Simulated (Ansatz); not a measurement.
# 1T (CdI2-type) SnSe2

Level of theory: PBEsol (PAW; Ansatz, a quantum-chemistry and plane-wave program).

Settings: plane-wave cutoff 520 eV, 12×12×6 k mesh (along the axes of the cell as run), scalar-relativistic PAW data made under PBE.

Cell (relaxed at this level):

Space group P-3m1 (No. 164); a = 3.818 Å, b = 3.818 Å, c = 6.155 Å, α = 90.00°, β = 90.00°, γ = 120.00°

| atom | site | symmetry | x | y | z |
|---|---|---|---|---|---|
| Sn | 1a | -3m. | 0.0000 | 0.0000 | 0.0000 |
| Se | 2d | 3m. | 0.3333 | 0.6667 | 0.2577 |

- elastic constant C11: 102 GPa
- elastic constant C12: 28.0 GPa
- elastic constant C13: 11.9 GPa
- elastic constant C33: 18.1 GPa
- elastic constant C44: 7.44 GPa
- elastic constant C66: 37.0 GPa
- Voigt–Reuss–Hill bulk modulus: 26.8 GPa
- polycrystal shear modulus (Hill average): 16.7 GPa
- Young modulus: 41.5 GPa
- Poisson ratio: 0.242

Note: the cell comes from a level without a dispersion term, which matters for the spacing of layers, chains or molecules.

Elastic constants are with the ions relaxed.

Spin–orbit coupling is not included.

The computed numbers hold no vibrational or temperature effects.
